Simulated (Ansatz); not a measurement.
**Au: pressure series**

The parent structure is Au in the fcc (Cu type) structure (space group Fm-3m, No. 225; a = 4.0833 Å).

Cell and atoms are relaxed at each pressure.

Computed with PBEsol (Ansatz, a first-principles code; PAW; 420 eV plane waves; scalar-relativistic without spin-orbit coupling), earlier PAW set.

| P (GPa) | V (Å³/atom) |
|---|---|
| -2.00 | 17.224 |
| -1.00 | 17.120 |
| 0.30 | 16.992 |
| 0.70 | 16.954 |
| 1.48 | 16.880 |
| 3.00 | 16.744 |
| 5.00 | 16.575 |
| 7.51 | 16.377 |
| 10.01 | 16.194 |

Task: Fit a third-order Birch–Murnaghan equation of state.

Result: Least squares on P(V) = (3B₀/2)[(V₀/V)^(7/3) − (V₀/V)^(5/3)]·[1 + (3/4)(B₀′ − 4)((V₀/V)^(2/3) − 1)] gives V₀ = 17.02 Å³/atom, B₀ = 175 GPa and B₀′ = 5.6.

Measured bulk modulus of Au: 182 GPa (static lattice; corrected from measurement; as listed in Daniel Mejia-Rodriguez, S. B. Trickey, Phys. Rev. B (2018)); the computed value is 4 % below it.

Load acts through the strain it causes; cell and atoms are relaxed under it. Whether these cells are dynamically stable was not tested. No other phases were tried under pressure.
